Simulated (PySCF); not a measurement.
# A search over the determinants of AlP⁺

Unrestricted PBE0; PySCF, spin-free X2C with a Gaussian nucleus, basis sets Al jorge-DZP-DKH, P jorge-DZP-DKH. Outer shells of the fragments: Al+ 3s2; P 3s2 3p3.

Followed along the bond (rough minima from three points):

| 2Ms+1 | unpaired | ⟨S²⟩ at the start | R at minimum (Å) | Te (eV) |
| --- | --- | --- | --- | --- |
| 4 | σ ↑, π ↑↑ | 3.76 | 2.52 | 0.00 |
| 2 | σ ↓, π ↑↑ | 1.77 | 2.42 | 0.33 |
| 2 | σ ↑, π ↑↓ | 1.77 | 2.44 | 0.51 |
| 2 | σ ↑ | 0.76 | 2.42 | 1.60 |
| 2 | π ↑ | 0.80 | none in the scan | ≤ 1.30 |

Solutions found at the starting distance of 2.360 Å, counted from the lowest of them; the search is not exhaustive and high or unbound solutions are not listed, so other states can lie among these:

```
2Ms+1   unpaired   term  E (eV)  ⟨S²⟩  ⟨Lz²⟩  μ (D)
    4  σ ↑, π ↑↑    ⁴Σ⁻    0.00  3.76   0.00  -3.10
    2  σ ↓, π ↑↑  mixed    0.30  1.77   0.00  -3.32
    2  σ ↑, π ↑↓  mixed    0.49  1.77   2.02  -3.17
    2        π ↑     ²Π    1.38  0.80   1.01  -4.98
    2        σ ↑  mixed    1.57  0.76   2.00  -3.00
    2        π ↑     ²Π    2.25  0.75   1.01   0.59
    4  σ ↑↑, π ↑     ⁴Π    3.29  3.76   1.04  -4.36
    4      π ↑↑↑     ⁴Π    3.37  3.79   1.00  -2.62
```

A term symbol is given only where ⟨S²⟩ and ⟨Lz²⟩ are close to those of a pure state; real π, δ and φ orbitals otherwise mix terms. A positive dipole points towards P; it is taken about the centre of mass and depends on that origin.

Counting both spins, an empty level lies below a filled one in some of these solutions, because spin and occupation are held.
